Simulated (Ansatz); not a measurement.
Results of HSE06 (plane waves, PAW; Ansatz, a first-principles code) for NaLa₂TaO₆ (P2₁/c, No. 14; cell taken from a computed entry).

Settings: plane-wave cutoff 460 eV, 6×4×4 k mesh (along the axes of the cell as run), Fermi–Dirac smearing 0.01 eV, scalar-relativistic PAW data made under PBE.

Cell (relaxed with PBEsol):

```xyz
20
Lattice="5.6570 0.0000 0.0026 0.0000 5.9571 0.0000 -5.5159 0.0000 8.1271" Properties=species:S:1:pos:R:3 pbc="T T T"
Na    -2.7580     2.9786     4.0636
Na     0.0000     0.0000     0.0000
La     2.9680     0.3590     2.0787
La    -2.8269     5.5981     6.0510
La    -0.0690     3.3375     1.9874
La     0.2100     2.6196     6.1423
Ta     2.8285     2.9786     0.0013
Ta     0.0705     0.0000     4.0649
O      1.0384     4.3103     4.6649
O     -0.8974     1.6468     3.4648
O     -3.6553     1.3317     7.5283
O      3.7964     4.6254     0.6014
O     -0.5837     0.3341     5.9156
O      0.7248     5.6230     2.2142
O     -2.0332     3.3126     6.2777
O      2.1742     2.6445     1.8520
O      4.4563     1.9312     0.4228
O     -4.3153     4.0259     7.7069
O     -1.5573     4.9098     3.6433
O      1.6984     1.0473     4.4864
```

Problem. Predict the band gap, smallest direct gap on the k points sampled and direct gap at Γ.

Solution. 
* **band gap**: 5.70 eV
* **smallest direct gap on the k points sampled**: 5.85 eV
* **direct gap at Γ**: 6.04 eV

Note: cell and atoms aren't relaxed at this level (pressure 1.4 GPa); this cell isn't known to be the ambient phase, and symmetry holds it in the calculation.

Spin–orbit coupling is not included.

The computed numbers hold no vibrational or temperature effects.
